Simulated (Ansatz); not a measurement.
Cost and result for the atomization energy of C$_{5}$H$_{8}$O, SMILES `C#CCOCC` (14 atoms, 13 bonds).

```json
{"atom": "C1", "x (Å)": "3.153", "y (Å)": "-0.714", "z (Å)": "1.316"}
{"atom": "C2", "x (Å)": "2.035", "y (Å)": "-0.674", "z (Å)": "0.885"}
{"atom": "C3", "x (Å)": "0.673", "y (Å)": "-0.653", "z (Å)": "0.381"}
{"atom": "O4", "x (Å)": "0.493", "y (Å)": "0.446", "z (Å)": "-0.474"}
{"atom": "C5", "x (Å)": "-0.758", "y (Å)": "0.445", "z (Å)": "-1.128"}
{"atom": "C6", "x (Å)": "-1.924", "y (Å)": "0.791", "z (Å)": "-0.224"}
{"atom": "H7", "x (Å)": "4.148", "y (Å)": "-0.742", "z (Å)": "1.695"}
{"atom": "H8", "x (Å)": "-0.018", "y (Å)": "-0.618", "z (Å)": "1.236"}
{"atom": "H9", "x (Å)": "0.472", "y (Å)": "-1.594", "z (Å)": "-0.157"}
{"atom": "H10", "x (Å)": "-0.923", "y (Å)": "-0.529", "z (Å)": "-1.612"}
{"atom": "H11", "x (Å)": "-0.665", "y (Å)": "1.192", "z (Å)": "-1.919"}
{"atom": "H12", "x (Å)": "-1.748", "y (Å)": "1.745", "z (Å)": "0.277"}
{"atom": "H13", "x (Å)": "-2.098", "y (Å)": "0.028", "z (Å)": "0.538"}
{"atom": "H14", "x (Å)": "-2.839", "y (Å)": "0.876", "z (Å)": "-0.815"}
```

Charge 0, multiplicity 1. The structure was optimised at the PBE0-D4/def2-TZVP level. It is one conformer, not always the lowest. Program: Ansatz. All runs use 4 threads of a server CPU on a shared host. Times are those of one run each, without the atoms' runs, and a repeat can differ threefold. Electronic energies, without spin–orbit coupling; frozen cores. CCSD(T)/CBS adds CCSD(T) − MP2 in def2-TZVPP to the MP2 limit, and its time is that of the two runs behind it. T1 = 0.011. B3LYP takes the VWN-RPA correlation (the form of Gaussian; ORCA's B3LYP/G).

CCSD(T)/CBS is a level of theory with its own doubt, some kJ/mol a heavy atom from the limit and from the frozen cores, so smaller differences don't rank the functionals.

```csv
level,functions,wall time
PBE-D4/def2-TZVPP (with forces),298,3 s
PBE0-D4/def2-TZVPP,298,3.5 s
r2SCAN-D4/def2-TZVPP (with forces),298,6 s
B3LYP-D4/def2-TZVPP (with forces),298,6.5 s
B2PLYP/def2-TZVPP,298,8 s
ωB97X-V/def2-TZVPP,298,9 s
ωB97M-V/def2-TZVPP (with forces),298,14 s
MP2/def2-QZVPP,582,38 s
CCSD(T)/def2-TZVPP,298,17 min
CCSD(T)/CBS(def2),–,18 min
```

(1) What atomization energy does each give, and how far from CCSD(T)/CBS? (Best estimate.)

Answers

(1) The calculation gave: 
```
                             level  atomization (kcal/mol)  difference from CCSD(T)/CBS  per bond
   PBE-D4/def2-TZVPP (with forces)                  1416.3                         38.8       3.0
                PBE0-D4/def2-TZVPP                  1388.4                         10.9       0.8
r2SCAN-D4/def2-TZVPP (with forces)                  1381.4                          3.9       0.3
 B3LYP-D4/def2-TZVPP (with forces)                  1379.3                          1.8       0.1
                 B2PLYP/def2-TZVPP                  1367.7                         -9.8      -0.8
                ωB97X-V/def2-TZVPP                  1377.9                          0.4       0.0
  ωB97M-V/def2-TZVPP (with forces)                  1382.0                          4.5       0.3
                    MP2/def2-QZVPP                  1390.6                         13.1       1.0
                CCSD(T)/def2-TZVPP                  1344.9                        -32.6      -2.5
                 CCSD(T)/CBS(def2)                  1377.5                          0.0       0.0
```

The D4 term adds +9.0 kcal/mol with B3LYP and +4.8 kcal/mol with PBE0; it sums over pairs of atoms, weighted by their polarisabilities, and B3LYP, whose exchange is more repulsive, gets the larger term. From PBE to PBE0 (25 % exact exchange), in def2-TZVPP and without D4, the atomization energy moves by −26.9 kcal/mol: exact exchange takes away binding that semilocal exchange gives to molecules. In def2-TZVPP, CCSD(T) changes the Hartree–Fock value by +339.0 kcal/mol (the triples alone add +21.6 kcal/mol) and MP2 by +365.6 kcal/mol; breaking electron pairs costs correlation energy, which Hartree–Fock lacks.
